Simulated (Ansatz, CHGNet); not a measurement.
For litharge SnO, the machine-learned potential CHGNet 0.3.0 (trained on PBE and PBE+U data) gives:

* **lattice parameter a**: 3.842 Å
* **c axis length**: 5.464 Å

Task: What does r²SCAN-D4 (Ansatz, a quantum-chemistry and plane-wave program, PAW) give for the same quantities?

Result: 
- lattice constant a: 3.798 Å (decreases by 1.1 %)
- lattice parameter c: 4.810 Å (falls by 12 %)

For comparison: lattice constant a 3.801 Å (measured, temperature not stated, no zero-point or thermal correction; as tabulated in Electronic properties of the Sn1−xPbxO alloy and band alignment of the SnO/PbO …); lattice parameter c 4.835 Å (measured, temperature not stated, no zero-point or thermal correction; as tabulated in Electronic properties of the Sn1−xPbxO alloy and band alignment of the SnO/PbO …).

Changes are worked out from the printed values.

Unless a cell is named, each level is at its own relaxed cell (CHGNet 0.3.0 20.16, r²SCAN-D4 17.35 Å³/atom).

Caveats: the cell has another shape than the first-principles one, perhaps another minimum in the same group (CHGNet 0.3.0). Ansatz's density-functional and Hartree–Fock values are scalar-relativistic unless marked +SOC, with PAW data made under PBE.
